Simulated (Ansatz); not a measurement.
Relaxation of CH6BCl (9 atoms, charge 0, multiplicity 1), to a largest force component of 0.03 eV/Å in at most 50 steps.

Computed with RKS PBE0-D4/cc-pVDZ in Ansatz 0.2.0.

```xyz
9
Properties=species:S:1:pos:R:3
B -0.094 0.213 0.139
Cl -0.254 0.525 1.934
H 1.034 0.255 -0.279
C -1.387 0.072 -0.707
H -2.141 -0.557 -0.202
H -1.844 1.081 -0.782
H -1.211 -0.298 -1.729
H 0.301 -2.139 0.340
H 0.238 -1.821 0.983
```

Q: Where does it end, and by what steps?

A: It converged. The force dipped under the threshold on the way, but the program's further checks kept it going. After 18 steps the energy has fallen by 0.173 eV; H9 moved furthest, 0.64 Å.

```tsv
step	energy less start (eV)	largest force component (eV/Å)	accepted
0	0.0000	1.610	yes
1	-0.1142	0.712	yes
2	-0.1407	0.552	yes
3	-0.1553	0.281	yes
4	-0.1588	0.107	yes
5	-0.1606	0.050	yes
6	-0.1644	0.117	yes
7	-0.1685	0.258	yes
8	-0.1693	0.232	yes
9	-0.1702	0.179	yes
10	-0.1713	0.115	yes
11	-0.1712	0.143	no
12	-0.1721	0.035	yes
13	-0.1723	0.059	yes
14	-0.1725	0.035	yes
15	-0.1726	0.030	yes
16	-0.1727	0.042	yes
17	-0.1726	0.056	no
18	-0.1728	0.014	yes
```

```xyz
9
Properties=species:S:1:pos:R:3
B -0.215 0.493 0.224
Cl -0.339 0.643 1.978
H 0.887 0.658 -0.236
C -1.461 0.199 -0.653
H -2.380 -0.026 -0.094
H -1.645 1.086 -1.289
H -1.244 -0.620 -1.360
H 0.534 -2.707 0.214
H 0.506 -2.396 0.910
```

Run time: 55 s on 1 thread of Arm Neoverse V1 (shared host), peak memory 0.14 GiB.
